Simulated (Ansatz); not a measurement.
**[H···H···S], triplet: transfer scan**

Starting geometry:

```yaml
atoms:
  - { symbol: H, position_ang: [0.0000, 0.0000, -1.0457] }
  - { symbol: H, position_ang: [0.0000, 0.0000, -0.3007] }
  - { symbol: S, position_ang: [0.0000, 0.0000, 1.3463] }
```

From there H2 is moved from one fragment to the other while all else, the fragments' distance too, stays fixed; atoms are numbered as listed. Energies are in kcal/mol, counted from the starting geometry at the same level.

Basis 6-31G; Ansatz 0.2.0. Correlated methods freeze the noble-gas cores. Prefix R: restricted or restricted open-shell reference; prefix U: unrestricted. Active spaces: valence = (8e, 6o) chosen from the atoms' valence shells.

For open shells CISD is restricted-active-space CI with the open shells as a complete middle space. Runs in a small pair space aren't shown, since their orbitals change along the scan.

Full CI is exact within this basis and frozen core; it isn't the basis-set limit. The frozen core follows each run's orbitals, which can shift R against U totals by a few meV.

```tsv
distance H1-H2 (Å)	full CI	unpaired electrons (full CI)	error RHF	error RMP2	error UMP2	error CISD	error UCCSDTQ	error CASSCF (valence space)
0.693	-0.4	2.01	-1.5	-0.5	-0.4	-0.1	0.0	-0.1
0.745	0.0	2.01	0.0	0.0	0.0	0.0	0.0	0.0
0.783	1.5	2.01	1.3	0.4	0.3	0.1	0.0	0.1
0.821	3.7	2.01	2.6	0.7	0.6	0.2	0.0	0.2
0.859	6.3	2.01	4.0	0.8	0.8	0.2	0.0	0.3
0.898	9.1	2.01	5.2	0.6	0.9	0.3	0.0	0.3
0.936	11.8	2.01	5.7	0.2	0.8	0.3	0.0	0.3
0.974	14.6	2.01	5.3	0.1	0.6	0.2	0.0	0.3
1.012	17.4	2.01	4.1	0.1	0.3	0.2	0.0	0.2
```

Unpaired electrons are Σ n²(2−n)² over natural occupations. Errors are those of relative energies. In total energy the starting point itself misses full CI by: RHF 35.0, RMP2 9.1, UMP2 8.6, CISD 1.0, UCCSDTQ 0.0, CASSCF (valence space) 21.4 kcal/mol.

Spread of the error over the points with a reference, to 1.012 Å (largest less smallest): UCCSDTQ 0.0, CISD 0.4, CASSCF (valence space) 0.5, UMP2 1.3, RMP2 1.3, RHF 7.3 kcal/mol.
